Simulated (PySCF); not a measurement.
**Working out the electron affinity of Si**

Si- [Ne] 3s2 3p3 (4S) → Si [Ne] 3s2 3p2 (3P). Calculation: PySCF 2.14, in dyall-av3z (19s12p3d2f, 84 functions); no relativity, point nucleus. Frozen: [Ne]; the 23 highest virtual orbitals dropped. Energies in hartree (1 hartree = 27.21139 eV):

```
             part  Si- (lower)   Si (upper)
              UHF  -288.889825  -288.858566
MP2 opposite-spin    -0.054801    -0.047323
    MP2 same-spin    -0.022232    -0.009992
```

Question: What does Hartree-Fock give?

Answer: (-288.858566) − (-288.889825) = 0.031259 hartree = 0.851 eV.

Question: What do MP2 and SCS-MP2 (6/5 opposite-spin, 1/3 same-spin) give?

Answer: The opposite-spin parts differ by 0.203 eV and the same-spin parts by 0.333 eV. MP2: 0.851 + (0.203) + (0.333) = 1.387 eV. SCS-MP2: 0.851 + 1.2 × (0.203) + (0.333)/3 = 1.206 eV.

A first-order spin-orbit estimate adds -0.016 eV to MP2 (valence), giving 1.371 eV against 1.390 eV (measured; photodetachment measurements, as compiled on the Wikipedia data page of electron affinities).

What remains against the reference includes basis incompleteness, the frozen core and correlation beyond second order.
